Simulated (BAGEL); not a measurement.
# CH4FSi (SMILES C[SiH]F), step by step

Wanted: a series of 8 runs (UHF/cc-pVDZ) of CH4FSi. 

The results are computed with BAGEL 1.2.2.

3 further runs of the same task are left out: 3 set aside as unsound or not needed.

## Step 1: Starting point

CH4FSi has 7 atoms, charge 0, and is taken as a doublet. As SMILES, `C[SiH]F`. One bond was lengthened or shortened from a relaxed shape.

Bond lengths: C1–Si2 1.864 Å, Si2–F3 1.609 Å, C1–H4 1.091 Å, C1–H5 1.093 Å, C1–H6 1.094 Å, Si2–H7 1.270 Å. Angles: C1–Si2–F3 108.7°, C1–Si2–H7 111.7°, F3–Si2–H7 106.7°, Si2–C1–H4 111.5°, Si2–C1–H5 109.9°, Si2–C1–H6 110.0°, H4–C1–H5 108.4°, H4–C1–H6 108.5°, H5–C1–H6 108.5°.

## Step 2: The energy at UHF/cc-pVDZ (density fitting with svp-jkfit) (run 1)

File input.json:

```json
{ "bagel": [

{
  "title": "molecule",
  "basis": "cc-pvdz.json",
  "df_basis": "svp-jkfit",
  "angstrom": "true",
  "geometry": [
    { "atom": "C", "xyz": [   -0.489381,    0.512540,   -0.207561 ] },
    { "atom": "Si", "xyz": [    1.081519,   -0.471060,   -0.013661 ] },
    { "atom": "F", "xyz": [    0.804819,   -1.689760,    1.000039 ] },
    { "atom": "H", "xyz": [   -1.280781,   -0.084760,   -0.663661 ] },
    { "atom": "H", "xyz": [   -0.306081,    1.383940,   -0.841261 ] },
    { "atom": "H", "xyz": [   -0.836581,    0.861340,    0.770039 ] },
    { "atom": "H", "xyz": [    2.011300,    0.226000,    0.498700 ] }
  ]
},
{
  "title": "uhf",
  "nopen": 1
},
{
  "title": "print",
  "file": "orbitals.molden",
  "orbitals": "true"
}

]}
```

The basis set cc-pVDZ is read from a file made from the Basis Set Exchange's data (not shown).

Command:

```console
BAGEL_NUM_THREADS=1 BAGEL input.json > input.out
```

The log of the run:

```text
* using 1 threads per process

  ===============================================================
  ===============================================================

  *** Geometry ***

[... 23 lines left out ...]
      * DIIS with orbital gradients will be used.

  === UHF iteration (cc-pvdz.json) ===
      0       -428.37856874          0.03582220           0.06
      1       -428.51530308          0.02014449           0.06
      2       -428.55035550          0.01083512           0.06
[... 13 lines of this table left out ...]
     16       -428.56772666          0.00000001           0.06
    * SCF iteration converged.

    * S^2 (UHF) is 0.7525

    * Permanent dipole moment:
           (    0.053885,    -0.662385,     0.432785) a.u.

    * METHOD: UHF                                  1.06

    * METHOD: PRINT                                0.01

  ===============================================================
```

Run time: 1.3 s. Hardware: 1 thread of Arm Neoverse V1, shared host; peak memory 0.15 GiB.

## Step 3: Bond 7-2 at 1.494 A: the energy at UHF/cc-pVDZ (density fitting with svp-jkfit) (run 2)

File calc.json:

```json
{ "bagel" : [

{
  "title" : "molecule",
  "basis" : "cc-pvdz.json",
  "df_basis" : "svp-jkfit",
  "angstrom" : true,
  "geometry" : [
    { "atom" : "C", "xyz" : [   -0.653521,    0.389484,   -0.298011 ] },
    { "atom" : "Si", "xyz" : [    0.917379,   -0.594116,   -0.104111 ] },
    { "atom" : "F", "xyz" : [    0.640679,   -1.812816,    0.909589 ] },
    { "atom" : "H", "xyz" : [   -1.444921,   -0.207816,   -0.754111 ] },
    { "atom" : "H", "xyz" : [   -0.470221,    1.260884,   -0.931711 ] },
    { "atom" : "H", "xyz" : [   -1.000721,    0.738284,    0.679589 ] },
    { "atom" : "H", "xyz" : [    2.011300,    0.226000,    0.498700 ] }
  ]
},
{
  "title" : "uhf",
  "charge" : 0,
  "nopen" : 1
},
{
  "title" : "print",
  "file" : "orbitals.molden",
  "orbitals" : true
}

]}
```

The basis set cc-pVDZ is read from a file made from the Basis Set Exchange's data (not shown).

Command:

```console
BAGEL_NUM_THREADS=1 BAGEL calc.json > calc.out
```

The log of the run:

```text
* using 1 threads per process

  ===============================================================
  ===============================================================

  *** Geometry ***

[... 23 lines left out ...]
      * DIIS with orbital gradients will be used.

  === UHF iteration (cc-pvdz.json) ===
      0       -428.39609276          0.03593343           0.06
      1       -428.53508181          0.02049920           0.06
      2       -428.57193698          0.01110855           0.06
[... 13 lines of this table left out ...]
     16       -428.59044292          0.00000001           0.06
    * SCF iteration converged.

    * S^2 (UHF) is 0.7527

    * Permanent dipole moment:
           (    0.176910,    -0.606516,     0.483840) a.u.

    * METHOD: UHF                                  1.07

    * METHOD: PRINT                                0.01

  ===============================================================
```

Run time: 1.3 s. Hardware: 1 thread of Arm Neoverse V1, shared host; peak memory 0.15 GiB.

## Step 4: Bond 7-2 at 1.718 A: the energy at UHF/cc-pVDZ (density fitting with svp-jkfit) (run 3)

File job.json:

```json
{ "bagel": [

{
  "title": "molecule",
  "basis": "cc-pvdz.json",
  "df_basis": "svp-jkfit",
  "angstrom": true,
  "geometry": [
    { "atom": "C", "xyz": [   -0.817587,    0.266484,   -0.388421 ] },
    { "atom": "Si", "xyz": [    0.753313,   -0.717116,   -0.194521 ] },
    { "atom": "F", "xyz": [    0.476613,   -1.935816,    0.819179 ] },
    { "atom": "H", "xyz": [   -1.608987,   -0.330816,   -0.844521 ] },
    { "atom": "H", "xyz": [   -0.634287,    1.137884,   -1.022121 ] },
    { "atom": "H", "xyz": [   -1.164787,    0.615284,    0.589179 ] },
    { "atom": "H", "xyz": [    2.011300,    0.226000,    0.498700 ] }
  ]
},
{ "title": "uhf", "nopen": 1 },
{ "title": "print", "file": "orbitals.molden", "orbitals": true }

]}
```

The basis set cc-pVDZ is read from a file made from the Basis Set Exchange's data (not shown).

Command:

```console
BAGEL_NUM_THREADS=1 BAGEL job.json > job.out
```

The log of the run:

```text
* using 1 threads per process

  ===============================================================
  ===============================================================

  *** Geometry ***

[... 23 lines left out ...]
      * DIIS with orbital gradients will be used.

  === UHF iteration (cc-pvdz.json) ===
      0       -428.37916682          0.03591748           0.06
      1       -428.51920472          0.02084269           0.06
      2       -428.55772487          0.01137440           0.06
[... 14 lines of this table left out ...]
     17       -428.57742285          0.00000001           0.06
    * SCF iteration converged.

    * S^2 (UHF) is 0.7543

    * Permanent dipole moment:
           (    0.338884,    -0.527168,     0.549511) a.u.

    * METHOD: UHF                                  1.11

    * METHOD: PRINT                                0.01

  ===============================================================
```

Wall time 1.4 s (1 thread of Arm Neoverse V1, shared host); peak memory 0.15 GiB.

Runs 4 to 7 aren't shown in full; the table further down has their settings and results.

## Step 5: Bond 7-2 at 4.184 A: the energy at UHF/cc-pVDZ (density fitting with svp-jkfit) (run 8)

File calc.json:

```json
{ "bagel": [

{
  "title": "molecule",
  "basis": "cc-pvdz.json",
  "df_basis": "svp-jkfit",
  "angstrom": true,
  "geometry": [
    { "atom": "C", "xyz": [   -2.622534,   -1.086691,   -1.383048 ] },
    { "atom": "Si", "xyz": [   -1.051634,   -2.070291,   -1.189148 ] },
    { "atom": "F", "xyz": [   -1.328334,   -3.288991,   -0.175448 ] },
    { "atom": "H", "xyz": [   -3.413934,   -1.683991,   -1.839148 ] },
    { "atom": "H", "xyz": [   -2.439234,   -0.215291,   -2.016748 ] },
    { "atom": "H", "xyz": [   -2.969734,   -0.737891,   -0.405448 ] },
    { "atom": "H", "xyz": [    2.011300,    0.226000,    0.498700 ] }
  ]
},
{
  "title": "uhf",
  "charge": 0,
  "nopen": 1
},
{
  "title": "print",
  "file": "orbitals.molden",
  "orbitals": true
}

]}
```

The basis set cc-pVDZ is read from a file made from the Basis Set Exchange's data (not shown).

Command:

```console
BAGEL_NUM_THREADS=1 BAGEL calc.json > calc.out
```

The log of the run:

```text
* using 1 threads per process

  ===============================================================
  ===============================================================

  *** Geometry ***

[... 23 lines left out ...]
      * DIIS with orbital gradients will be used.

  === UHF iteration (cc-pvdz.json) ===
      0       -428.27756016          0.03778397           0.06
      1       -428.43143883          0.02298568           0.06
      2       -428.47350073          0.01235710           0.06
[... 21 lines of this table left out ...]
     24       -428.49571124          0.00000001           0.06
    * SCF iteration converged.

    * S^2 (UHF) is 0.7502

    * Permanent dipole moment:
           (    0.528829,    -0.559805,     0.246835) a.u.

    * METHOD: UHF                                  1.53

    * METHOD: PRINT                                0.01

  ===============================================================
```

Wall time 1.8 s (1 thread of Arm Neoverse V1, shared host); peak memory 0.15 GiB.

## Step 6: The series

```tsv
run	partner	energy (Eh)	dipole moment (D)	⟨S²⟩	wall time
1	bond 7-2 at 1.270 A	-428.567727	2.02	0.752	1.3 s
2	bond 7-2 at 1.494 A	-428.590443	2.02	0.753	1.3 s
3	bond 7-2 at 1.718 A	-428.577423	2.12	0.754	1.4 s
4	bond 7-2 at 2.017 A	-428.543398	2.39	0.794	1.5 s
5	bond 7-2 at 2.391 A	-428.513081	2.27	1.020	1.6 s
6	bond 7-2 at 2.839 A	-428.501665	2.07	1.083	1.7 s
7	bond 7-2 at 3.437 A	-428.495060	2.05	0.761	2 s
8	bond 7-2 at 4.184 A	-428.495711	2.06	0.750	1.8 s
```

## Step 7: Results

| quantity | value |
| --- | --- |
| bond 7-2 at 4.184 A: total energy | -428.49571 Eh |
| bond 7-2 at 4.184 A: dipole moment | 2.06 D |
| bond 7-2 at 4.184 A: ⟨S²⟩ | 0.750 |

In words: The lowest energy is that of run 2; the highest lies 2.595 eV above it. Spin contamination of the reference: run 6 ⟨S²⟩ = 1.08, run 5 ⟨S²⟩ = 1.02. All runs together took 13 s, the longest 2 s.
